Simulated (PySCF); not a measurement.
Job file and geometry (Å, from PBE0-D3(BJ)/def2-SVP) of an NMR shielding run on SMILES FC(F)=C(F)F, C₂F₄, PySCF, GIAO CAM-B3LYP/pcSseg-2 NMR shielding, non-relativistic, gas phase; density fitting, a coarse starting grid and PySCF grid level 2 are the driver's defaults:

```
$ OMP_NUM_THREADS=1 python probes_run.py task.json out

{"job": {"kind": "nmr", "xc": "CAM-B3LYP", "basis": "pcSseg-2", "pop": false}, "charge": 0, "multiplicity": 1}
F     -1.574113    -0.036621     0.757421
C     -0.637770    -0.026537    -0.156142
F     -1.097916    -0.039170    -1.380686
C      0.659089    -0.005304     0.133194
F      1.594805     0.004540    -0.780906
F      1.119014     0.007072     1.357849
```

Question: What does the program print?

Answer: 
```
coarse grid: 6520 points
cycle   1  E = -475.4790788356  dE =  1.247e+00  |g| = 9.376e-01  |ddm| = 1.886e+00
cycle   2  E = -475.4000150380  dE =  7.906e-02  |g| = 1.234e+00  |ddm| = 8.358e-01
cycle   3  E = -475.6177112413  dE = -2.177e-01  |g| = 7.099e-02  |ddm| = 4.617e-01
cycle   4  E = -475.6183311926  dE = -6.200e-04  |g| = 1.547e-02  |ddm| = 3.402e-02
cycle   5  E = -475.6183715626  dE = -4.037e-05  |g| = 2.896e-03  |ddm| = 1.124e-02
cycle   6  E = -475.6183735125  dE = -1.950e-06  |g| = 3.462e-04  |ddm| = 2.440e-03
final grid: 68832 points
cycle   7  E = -475.6055488320  dE = -4.659e-05  |g| = 2.585e-03  |ddm| = 1.532e-02
cycle   8  E = -475.6055486024  dE =  2.295e-07  |g| = 2.853e-03  |ddm| = 1.786e-03
cycle   9  E = -475.6055496552  dE = -1.053e-06  |g| = 2.622e-04  |ddm| = 9.912e-04
cycle  10  E = -475.6055496660  dE = -1.078e-08  |g| = 3.995e-05  |ddm| = 1.224e-04
cycle  11  E = -475.6055496663  dE = -3.404e-10  |g| = 7.828e-06  |ddm| = 2.869e-05
converged SCF energy = -475.6055496663

GIAO shielding tensors (ppm)
atom      isotropic    diamagn.    paramagn.     s11        s22        s33       span
  0 F      316.863     467.049    -150.186    290.531    290.783    369.274     78.744
  1 C       25.118     249.546    -224.428     -6.742     20.763     61.333     68.075
  2 F      316.882     466.976    -150.095    290.530    290.745    369.370     78.839
  3 C       25.138     249.560    -224.422     -6.753     20.829     61.339     68.092
  4 F      316.938     466.966    -150.029    290.476    290.880    369.457     78.981
  5 F      316.941     467.031    -150.090    290.544    290.824    369.455     78.911
```

Question: Turn these shieldings into chemical shifts. δ = σ(ref) − σ, references computed at the same level: CFCl3 for 19F (σref 186.01); 13C (σref 182.55) vs TMS.

Answer: Averaging equivalent atoms: F 0/2/4/5: -130.9; C 1/3: 157.4 ppm. Unscaled 19F shifts against computed CFCl3 carry errors that often reach 10 to 50 ppm.

Size and cost of the density-fitted run: 216 basis functions, 17 s wall time on 1 thread of an Arm Neoverse V1, shared host; peak memory 0.82 GiB.
